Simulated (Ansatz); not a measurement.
C₅H₆ (`C#CC1CC1`), relaxed with RKS PBE-D4/def2-SVP in Ansatz 0.2.0 from a rough embedded geometry. The force threshold is 0.03 eV/Å; the program also tests the step.

Charge 0, multiplicity 1.

Start:

```xyz
11

C     1.265    0.910   -1.943
C     0.869    0.592   -0.858
C     0.395    0.208    0.433
C    -1.089    0.164    0.688
C    -0.316   -1.110    0.593
H     1.611    1.189   -2.893
H     1.034    0.535    1.246
H    -1.445    0.485    1.656
H    -1.745    0.423   -0.129
H    -0.134   -1.676    1.495
H    -0.446   -1.720   -0.288
```

| step | energy (eV) | largest force (eV/Å) | largest move (Å) |
| --- | --- | --- | --- |
| 1 | -5269.1559 | 1.818 | 0.000 |
| 2 | -5269.2629 | 0.296 | 0.061 |
| 3 | -5269.2697 | 0.171 | 0.017 |
| 4 | -5269.2702 | 0.075 | 0.005 |
| 5 | -5269.2703 | 0.006 | 0.003 |

End:

```xyz
11

C     1.293    0.929   -1.977
C     0.878    0.598   -0.873
C     0.390    0.205    0.423
C    -1.109    0.156    0.702
C    -0.332   -1.126    0.607
H     1.659    1.223   -2.950
H     1.025    0.528    1.267
H    -1.445    0.501    1.692
H    -1.778    0.422   -0.130
H    -0.119   -1.687    1.530
H    -0.462   -1.749   -0.291
```

Run time 4.4 s (4 threads of an Arm Neoverse V2 on a shared host); peak host memory 0.13 GiB.
